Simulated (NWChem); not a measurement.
Correlation energy of CH₂

```xyz
3

C      0.0000     0.0000    -0.1059
H      1.0041     0.0000     0.3177
H     -1.0041     0.0000     0.3177
```
Charge 0, spin multiplicity 3.

Program: NWChem. The geometry was optimised at UPBE0/def2-SVP, a minimum by its harmonic frequencies.

Basis set: 6-311G**. Each correlation energy counts from its own Hartree-Fock reference.

The correlated methods keep 1 core orbital frozen. The Pople sets run with spherical d functions. This spin state was chosen for the runs; another may lie lower. The structure started from a generated list of species. The unpaired electrons of the parent sit in orbitals of symmetry a1 and b2 (C2v labels of the run); other states weren't searched. No SCF solution was tested for a lower state. Open-shell Hartree-Fock references start from PBE0 orbitals. Coupled-cluster values serve here as a point of comparison, not as the truth.

Task: Order these methods by the correlation energy they give, lowest first: CCSD(T) on UHF, CCSD[T] on ROHF, CCSD on ROHF, UMP2, CCSD on UHF.

Result: CCSD[T] on ROHF (-126.7 mHa), CCSD on ROHF (-124.3 mHa), CCSD(T) on UHF (-121.1 mHa), CCSD on UHF (-118.9 mHa), UMP2 (-99.4 mHa)
